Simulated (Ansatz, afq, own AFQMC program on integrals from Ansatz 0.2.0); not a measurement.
**CH$_{2}$, triplet: AFQMC among the cluster methods**

```yaml
atoms:
  - { symbol: C, position_ang: [0.0997, 0.7320, 0.1634] }
  - { symbol: H, position_ang: [-0.0547, 1.3831, -0.6966] }
  - { symbol: H, position_ang: [0.3669, 0.9006, 1.2063] }
```

Basis def2-TZVP. Only valence electrons are correlated. AFQMC by an in-house program on the Cholesky factors that Ansatz 0.2.0 writes for its CCSD(T) run. ph-AFQMC/CISD is guided by a CISD state made of CCSD amplitudes; releasing the constraint for a short imaginary time cuts its bias at the price of noise, slowly where states lie close. ± is one standard error of the sampling.

Determinant: UHF, the one that the program's search chose, which needn't be the lowest solution. The geometry is a PBE0/def2-SVP stationary point of this or a neighbouring charge and spin state.

No full CI on the walks' own integrals is used here; CCSDT(Q) serves as the reference and is uncertain by about the last step of the cluster series.

- T1 diagnostic: 0.0116
- weight of the determinant in the CISD state: 0.947
- ⟨S²⟩ of the determinant: 2.017
- size of the correlated space: 6 electrons in 42 orbitals

| level | correlation energy (eV) |
| --- | --- |
| MP2 | -3.0605 |
| CCSD | -3.6021 |
| CCSD(T) | -3.6881 |

(1) Estimate where phaseless AFQMC with a CISD trial lies against CCSD(T) on the same integrals.

(1) 0.31 ± 0.03 kcal/mol below CCSD(T).

Reference: CCSDT(Q), correlation energy -3.704 eV. The released energy is read at 2.40 1/Eh (meV from the phaseless value at times in 1/Eh: -0.8 ± 1.1 at 0.24, -1.4 ± 0.8 at 0.51, -2.2 ± 0.7 at 0.99, -3.1 ± 0.9 at 1.62, -2.8 ± 1.3 at 2.40).

| level | E − E(reference) (kcal/mol) | share of correlation (%) |
| --- | --- | --- |
| CCSD(T) | 0.36 | 99.58 |
| CCSDT | 0.04 | 99.95 |
| ph-AFQMC/CISD | 0.05 ± 0.03 | 99.94 |
| released AFQMC | -0.02 ± 0.03 | 100.02 |

A walk keeps the symmetry of its determinant, which the program's search chose and which needn't be the lowest solution, so a lower state of the same spin and another symmetry isn't excluded. Released energies are given only where the last usable release times agree within the noise; a slower fall can still hide under it.
